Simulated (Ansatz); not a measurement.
Born–Oppenheimer molecular dynamics of FH₇Si₂ (10 atoms, charge 0, multiplicity 1). It starts from a rough guess of a transition structure, not a stationary point.

Computed with UKS PBE-D4/STO-3G (Ansatz).

```json
{"ensemble": "NVE (velocity Verlet)", "time step": "0.5 fs", "steps asked": "150", "starting velocities drawn for": "300 K", "seed": "469700"}
```

Frames 2.5 fs apart, positions in Å, forces in eV/Å.

Velocities at 20.0 fs (Å/ps):

```
Si 0.07 -9.77 7.56
F 5.88 3.29 0.69
H 32.32 -1.17 28.45
H 31.44 4.91 1.62
H -18.82 21.24 -22.19
H 57.18 38.52 -10.52
Si -8.69 3.25 -7.14
H 12.47 -11.12 7.47
H 33.06 30.19 -6.96
H -18.48 36.75 -22.59
```

```xyz
10
Properties=species:S:1:pos:R:3:forces:R:3 time_fs=20.0 energy_less_start_eV=-0.869 T=1139
Si -0.892 0.307 -0.649 -0.97 -1.41 -0.18
F 0.499 1.767 -0.729 3.69 2.28 0.21
H -0.825 0.250 -2.115 0.69 -0.07 0.25
H -1.758 1.484 -0.461 0.57 -0.07 0.55
H -1.901 -0.742 -0.466 -0.11 0.00 0.07
H 1.556 1.876 -0.454 -3.15 -0.74 -0.74
Si 0.709 -0.657 0.755 -0.10 -0.45 -0.11
H -0.085 -1.542 1.604 0.28 -0.03 0.07
H 1.786 -1.462 0.147 -0.60 0.08 -0.22
H 1.527 0.158 1.641 -0.31 0.41 0.10
10
Properties=species:S:1:pos:R:3:forces:R:3 time_fs=22.5 energy_less_start_eV=-0.982 T=1249
Si -0.893 0.282 -0.630 -0.61 -0.87 0.14
F 0.521 1.779 -0.726 3.98 2.27 0.26
H -0.725 0.244 -2.047 0.59 -0.18 -0.74
H -1.666 1.497 -0.440 0.18 0.20 0.59
H -1.954 -0.693 -0.518 -0.36 -0.39 0.19
H 1.590 1.947 -0.505 -3.35 -0.89 -0.66
Si 0.687 -0.649 0.737 0.78 -0.60 0.36
H -0.044 -1.569 1.623 0.40 0.12 -0.11
H 1.844 -1.382 0.126 -1.07 0.23 -0.04
H 1.469 0.259 1.587 -0.54 0.11 -0.01
10
Properties=species:S:1:pos:R:3:forces:R:3 time_fs=25.0 energy_less_start_eV=-1.219 T=1474
Si -0.895 0.254 -0.611 -0.93 -0.54 -0.61
F 0.553 1.798 -0.724 -3.37 0.71 -0.90
H -0.590 0.227 -2.017 0.24 -0.21 -0.44
H -1.563 1.520 -0.383 -0.08 0.09 0.51
H -2.027 -0.665 -0.559 -0.03 -0.21 0.14
H 1.461 1.972 -0.589 4.17 0.44 0.64
Si 0.667 -0.643 0.720 0.95 -0.12 1.00
H 0.020 -1.589 1.636 0.32 0.10 -0.10
H 1.842 -1.290 0.101 -0.72 -0.03 -0.17
H 1.380 0.367 1.532 -0.55 -0.23 -0.07
10
Properties=species:S:1:pos:R:3:forces:R:3 time_fs=27.5 energy_less_start_eV=-1.368 T=1615
Si -0.899 0.225 -0.594 -1.33 -0.17 -1.90
F 0.577 1.819 -0.723 -0.86 0.95 -0.29
H -0.442 0.198 -2.009 -0.45 -0.18 0.57
H -1.463 1.547 -0.298 -0.13 -0.37 0.25
H -2.100 -0.649 -0.592 0.48 0.17 0.06
H 1.528 2.015 -0.646 1.72 0.07 0.12
Si 0.649 -0.637 0.706 0.53 0.38 1.59
H 0.102 -1.605 1.644 0.14 -0.06 0.05
H 1.801 -1.200 0.064 0.19 -0.42 -0.53
H 1.260 0.463 1.474 -0.28 -0.38 0.07
10
Properties=species:S:1:pos:R:3:forces:R:3 time_fs=30.0 energy_less_start_eV=-1.018 T=1285
Si -0.906 0.196 -0.580 -1.40 0.30 -2.35
F 0.598 1.843 -0.724 4.61 1.82 0.05
H -0.321 0.159 -1.972 -0.97 -0.08 0.82
H -1.371 1.552 -0.198 -0.16 -0.67 -0.07
H -2.147 -0.624 -0.621 0.55 0.23 0.00
H 1.703 2.064 -0.692 -3.83 -0.94 -0.16
Si 0.632 -0.630 0.694 0.54 0.14 1.81
H 0.194 -1.623 1.655 0.02 -0.12 0.10
H 1.768 -1.134 -0.003 0.50 -0.38 -0.51
H 1.123 0.537 1.420 0.14 -0.31 0.31
10
Properties=species:S:1:pos:R:3:forces:R:3 time_fs=32.5 energy_less_start_eV=-1.119 T=1378
Si -0.916 0.168 -0.572 -1.37 0.73 -1.75
F 0.632 1.873 -0.724 2.95 1.24 -0.09
H -0.255 0.115 -1.890 -0.91 0.07 0.03
H -1.290 1.519 -0.101 -0.36 -0.57 -0.28
H -2.164 -0.587 -0.650 0.08 -0.10 -0.04
H 1.678 2.062 -0.745 -2.19 -0.52 -0.01
Si 0.617 -0.623 0.686 1.40 -0.69 1.61
H 0.286 -1.648 1.670 0.00 0.04 -0.06
H 1.760 -1.088 -0.097 -0.11 0.05 0.15
H 0.994 0.592 1.384 0.51 -0.25 0.45
10
Properties=species:S:1:pos:R:3:forces:R:3 time_fs=35.0 energy_less_start_eV=-0.711 T=991
Si -0.929 0.141 -0.566 -1.54 0.74 -0.70
F 0.673 1.907 -0.725 -5.69 -0.30 0.47
H -0.241 0.075 -1.809 -0.37 0.21 -1.22
H -1.230 1.454 -0.021 -0.61 -0.02 -0.31
H -2.177 -0.556 -0.681 -0.45 -0.46 -0.07
H 1.570 2.036 -0.802 6.38 0.83 -0.59
Si 0.604 -0.617 0.682 2.11 -1.15 1.58
H 0.379 -1.670 1.681 -0.03 0.21 -0.24
H 1.747 -1.040 -0.182 -0.51 0.31 0.71
H 0.895 0.632 1.374 0.70 -0.39 0.38
10
Properties=species:S:1:pos:R:3:forces:R:3 time_fs=37.5 energy_less_start_eV=-0.885 T=1151
Si -0.945 0.115 -0.563 -1.81 0.16 -0.71
F 0.703 1.940 -0.724 1.73 0.54 -0.25
H -0.251 0.048 -1.795 -0.23 0.37 -1.34
H -1.205 1.388 0.042 -0.68 0.61 -0.31
H -2.213 -0.551 -0.717 -0.30 -0.37 0.01
H 1.721 2.041 -0.885 -1.26 -0.17 0.17
Si 0.596 -0.614 0.681 2.14 -0.96 1.78
H 0.470 -1.680 1.679 -0.14 0.14 -0.23
H 1.707 -0.975 -0.228 -0.18 0.22 0.66
H 0.837 0.648 1.387 0.73 -0.54 0.24
10
Properties=species:S:1:pos:R:3:forces:R:3 time_fs=40.0 energy_less_start_eV=-0.665 T=944
Si -0.965 0.090 -0.561 -1.91 0.04 -1.68
F 0.735 1.975 -0.725 4.36 0.49 -0.90
H -0.278 0.043 -1.855 -0.67 0.48 -0.10
H -1.221 1.355 0.084 -0.57 0.51 -0.52
H -2.265 -0.566 -0.751 0.30 -0.08 0.19
H 1.841 2.043 -0.961 -4.09 -0.28 0.85
Si 0.593 -0.613 0.684 1.54 -0.53 1.95
H 0.552 -1.683 1.665 -0.25 -0.15 -0.05
H 1.660 -0.897 -0.237 0.65 -0.05 0.08
H 0.822 0.633 1.414 0.64 -0.42 0.18
10
Properties=species:S:1:pos:R:3:forces:R:3 time_fs=42.5 energy_less_start_eV=-1.061 T=1320
Si -0.990 0.065 -0.563 -1.87 0.63 -2.03
F 0.780 2.011 -0.728 -0.05 0.12 0.05
H -0.343 0.066 -1.923 -0.80 0.41 0.83
H -1.270 1.350 0.095 -0.37 -0.08 -0.78
H -2.301 -0.588 -0.775 0.55 -0.04 0.34
H 1.745 2.030 -0.993 0.23 -0.03 -0.08
Si 0.592 -0.613 0.691 1.21 -0.38 1.61
H 0.619 -1.695 1.646 -0.32 -0.38 0.03
H 1.648 -0.822 -0.240 0.95 -0.17 -0.20
H 0.845 0.595 1.452 0.46 -0.08 0.22
10
Properties=species:S:1:pos:R:3:forces:R:3 time_fs=45.0 energy_less_start_eV=-1.066 T=1330
Si -1.018 0.042 -0.569 -1.53 1.15 -1.40
F 0.824 2.048 -0.730 -4.93 0.25 1.81
H -0.454 0.113 -1.945 -0.39 0.26 0.70
H -1.341 1.342 0.061 -0.17 -0.34 -0.73
H -2.307 -0.614 -0.779 0.19 -0.32 0.37
H 1.690 2.011 -1.042 5.04 -0.24 -1.82
Si 0.595 -0.614 0.702 1.74 -0.43 0.72
H 0.667 -1.728 1.629 -0.38 -0.29 -0.14
H 1.688 -0.756 -0.251 0.24 -0.15 0.28
H 0.895 0.551 1.503 0.19 0.10 0.21
10
Properties=species:S:1:pos:R:3:forces:R:3 time_fs=47.5 energy_less_start_eV=-1.265 T=1522
Si -1.049 0.021 -0.578 -1.06 1.04 -0.17
F 0.856 2.086 -0.728 3.03 -0.30 -1.30
H -0.585 0.175 -1.931 0.27 0.13 -0.32
H -1.423 1.316 -0.015 -0.12 -0.03 -0.31
H -2.302 -0.660 -0.760 -0.29 -0.65 0.35
H 1.851 1.986 -1.165 -2.98 0.28 1.31
Si 0.601 -0.616 0.714 2.23 -0.22 0.11
H 0.693 -1.777 1.602 -0.44 -0.03 -0.37
H 1.743 -0.699 -0.245 -0.48 -0.19 0.68
H 0.956 0.512 1.566 -0.15 -0.03 0.03
```

Of the whole run (75 fs, mean temperature of the second half 1345 K): The conserved energy stayed within 0.77 meV per atom of its start (net change -0.051 meV per atom), so the integration is sound. The system heated up, since it started high on the potential surface and ran downhill. A run of 0.075 ps of so small a system gives no equilibrium averages. The orbitals stay closed-shell, which can raise the energy where a bond breaks towards radicals; this wasn't checked here. Limits of this set-up: minimal basis.

The run took 6.9 min on 1 CPU thread of a shared host.
